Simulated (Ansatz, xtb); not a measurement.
# Relative energy of two isomers of H7N2Si+

Structure a is `[NH3+][SiH-][NH3+]`, a singlet and structure b is `N[SiH2][NH3+]`, a singlet. Both are isolated ions in the gas phase, relaxed with B3LYP-D3(BJ)/def2-SVP; the shapes shown needn't be the lowest conformers.

a (Å):

```xyz
10

N    -1.4386   -1.5237   -0.5072
N     1.4671   -1.0997   -0.8185
Si    0.0557   -0.6685    0.5999
H    -1.4945   -1.3006   -1.5085
H    -2.3187   -1.1797   -0.0989
H    -1.4779   -2.5456   -0.4142
H    -0.2129    0.6381   -0.1289
H     1.2488   -0.9000   -1.8024
H     1.8117   -2.0657   -0.7669
H     2.2791   -0.5092   -0.5913
```

b (Å):

```xyz
10

N    -0.5827   -2.3494   -0.4490
N    -0.0312    0.4938   -0.9805
Si    0.7417   -0.9109   -0.4654
H    -0.9905   -2.5059   -1.3809
H    -1.3693   -2.1395    0.1807
H    -0.1881   -3.2501   -0.1419
H    -0.0167    0.8197   -1.9436
H    -0.4033    1.1936   -0.3435
H     1.1096   -0.9218    0.9620
H     1.6900   -1.4828   -1.4384
```

Quicker runs give these differences E(b) − E(a): GFN2-xTB −42.4 kcal/mol; HF/STO-3G −18.7 kcal/mol (at GFN2-xTB geometries); r2SCAN-D4/def2-SVP −25.0 kcal/mol (at GFN2-xTB geometries).

Estimate E(b) − E(a) at the level CCSD(T)/def2-TZVP.

Calculated at CCSD(T)/def2-TZVP: E(b) − E(a) = −28.1 kcal/mol, so structure b lies lower.

Level by level:

| level | geometry | E(b) − E(a) (kcal/mol) | departure from the last row (kcal/mol) | job, with rough time for the two |
| --- | --- | --- | --- | --- |
| GFN2-xTB | GFN2-xTB | −42.4 | −14.2 | optimisation, 0.57 s |
| HF/STO-3G | GFN2-xTB | −18.7 | +9.4 | single point, 0.81 s |
| r2SCAN-D4/def2-SVP | GFN2-xTB | −25.0 | +3.1 | single point, 7.8 s |
| B3LYP-D3(BJ)/def2-SVP | B3LYP-D3(BJ)/def2-SVP | −22.2 | +6.0 | optimisation, 2.5 min |
| HF/def2-TZVP | B3LYP-D3(BJ)/def2-SVP | −34.1 | −6.0 | part of the CCSD(T) run |
| MP2/def2-TZVP | B3LYP-D3(BJ)/def2-SVP | −31.3 | −3.2 | part of the CCSD(T) run |
| CCSD(T)/def2-TZVP | B3LYP-D3(BJ)/def2-SVP | −28.1 |  | single point, 86 s |

As drawn, b has 1 Si–H in place of 1 N–H.

The levels shown agree on the order. The largest departure from CCSD(T)/def2-TZVP is that of GFN2-xTB, 14.2 kcal/mol.

With harmonic frequencies from B3LYP-D3(BJ)/def2-SVP (ideal gas, rigid rotor, one conformer each, 298.15 K, 1 atm): the zero-point term adds −2.0 kcal/mol; ΔH is −30.3 and ΔG −29.7 kcal/mol.

The correlated steps freeze 7 core orbitals. Codes used: Ansatz 0.2.0, xtb 6.7.1; the last row on 1 thread of AMD EPYC (Zen 3) on a shared host.
